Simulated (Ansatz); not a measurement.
**AlH5OSi (SMILES [AlH2][O][SiH3]): a rigid scan of the bond length Si3–H7**

The task here is to estimate one member of a computed series from the others.

Program: Ansatz 0.2.0, Gaussian basis. Level of theory: single points in def2-TZVPP. These are calculated values, not measurements.

Levels: PBE-D4, r2SCAN-D4, PBE0-D4, B3LYP-D4, wB97M-V, Hartree-Fock, MP2, CCSD, CCSD(T). The scan takes 1.220, 1.282, 1.374, 1.481, 1.600, 1.728, 1.864, 2.007, 2.157 Å.

Correlated methods freeze the cores. B3LYP uses VWN-RPA correlation.

28 further runs of the same task are left out: 28 set aside as unsound or not needed.

## Where the work starts

The minimum, relaxed at PBE0-D4: SMILES `[AlH2][O][SiH3]`, 8 atoms, charge 0, spin multiplicity 1.

Atoms are counted from 1 here; the program's logs count them from 0.

Bond lengths: Al1–O2 1.681 Å, Al1–H4 1.579 Å, Al1–H5 1.579 Å, O2–Si3 1.623 Å, Si3–H6 1.487 Å, Si3–H7 1.487 Å, Si3–H8 1.487 Å. Angles: O2–Al1–H4 118.0°, O2–Al1–H5 118.0°, H4–Al1–H5 124.1°, Al1–O2–Si3 178.9°, O2–Si3–H6 109.9°, O2–Si3–H7 110.3°, O2–Si3–H8 110.3°, H6–Si3–H7 108.8°, H6–Si3–H8 108.8°, H7–Si3–H8 108.6°.

Geometry (Å):

```mol
AlH5OSi
  3D, bonds by distance, orders not assigned

  8  7  0  0  0  0  0  0  0  0999 V2000
   -0.9976    1.0712   -1.1536 Al  0  0
   -0.0933    0.0882   -0.1321 O   0  0
    0.7850   -0.8361    0.8723 Si  0  0
   -2.4357    0.5748   -1.5764 H   0  0
   -0.3556    2.4322   -1.6325 H   0  0
    1.6296   -1.7752    0.0872 H   0  0
   -0.1084   -1.6242    1.7628 H   0  0
    1.6682    0.0123    1.7165 H   0  0
  1  2  8  0
  1  4  8  0
  1  5  8  0
  2  3  8  0
  3  6  8  0
  3  7  8  0
  3  8  8  0
M  END
```

Energies of the minimum (eV), from earlier single points: PBE-D4 -16596.16112, r2SCAN-D4 -16604.01598, PBE0-D4 -16597.75253, B3LYP-D4 -16608.25930, wB97M-V -16604.58458, CCSD(T) -16579.02482.

At the minimum the bond length Si3–H7 is 1.487 Å.

Set-up of the first run:

Input file ccsdt-tzvpp/in.yaml:

```yaml
crystal:
  periodic: [false, false, false]
  atoms:
    - {symbol: Al, position_ang: [-0.997576, 1.071157, -1.153569]}
    - {symbol: O, position_ang: [-0.093269, 0.088195, -0.132139]}
    - {symbol: Si, position_ang: [0.785008, -0.836129, 0.872302]}
    - {symbol: H, position_ang: [-2.435748, 0.574765, -1.576372]}
    - {symbol: H, position_ang: [-0.355648, 2.432175, -1.632471]}
    - {symbol: H, position_ang: [1.629564, -1.775204, 0.087177]}
    - {symbol: H, position_ang: [0.052176, -1.482574, 1.602691]}
    - {symbol: H, position_ang: [1.668201, 0.012288, 1.716509]}
basis:
  gaussian: {orbitals: def2-TZVPP}
correlation: {method: ccsd_t}
```

No record of the launch command was kept for these runs.

Steps of the session up to this table: Si3–H7 = 1.220 Å; Si3–H7 = 1.282 Å; Si3–H7 = 1.374 Å; Si3–H7 = 1.481 Å; Si3–H7 = 1.600 Å; Si3–H7 = 1.728 Å; Si3–H7 = 1.864 Å; Si3–H7 = 2.007 Å; Si3–H7 = 2.157 Å.

One of the session's tables, all rows but one given; the rest of the session is left out.

Energies less that of the minimum at the same level (kcal/mol):

| bond length (Å) | PBE-D4 | PBE0-D4 | B3LYP-D4 | wB97M-V | Hartree-Fock |
| --- | --- | --- | --- | --- | --- |
| 1.220 | 22.8 | 22.0 | 21.2 | 20.8 | 21.3 |
| 1.282 | 12.3 | 11.7 | 11.1 | 10.8 | 11.1 |
| 1.374 | 3.5 | 3.1 | 2.8 | 2.6 | 2.6 |
| 1.481 | 0.0 | 0.0 | 0.0 | 0.0 | 0.0 |
| 1.487 (minimum) | 0.0 | 0.0 | 0.0 | 0.0 | 0.0 |
| 1.600 | ? | ? | ? | ? | ? |
| 1.728 | 7.2 | 8.4 | 8.5 | 9.3 | 10.0 |
| 1.864 | 15.1 | 17.1 | 16.9 | 18.7 | 20.1 |
| 2.007 | 24.8 | 27.6 | 27.2 | 29.6 | 32.0 |
| 2.157 | 35.2 | 38.9 | 38.3 | 41.2 | 44.8 |

Q: Estimate the row for bond length (Å) = 1.600 from the others.

**Answer.** PBE-D4: 1.7; PBE0-D4: 2.2; B3LYP-D4: 2.4; wB97M-V: 2.6; Hartree-Fock: 2.8.

Caveats from the session: A polynomial through the near points puts the CCSD(T) minimum 0.007 Å below the PBE0-D4 value.
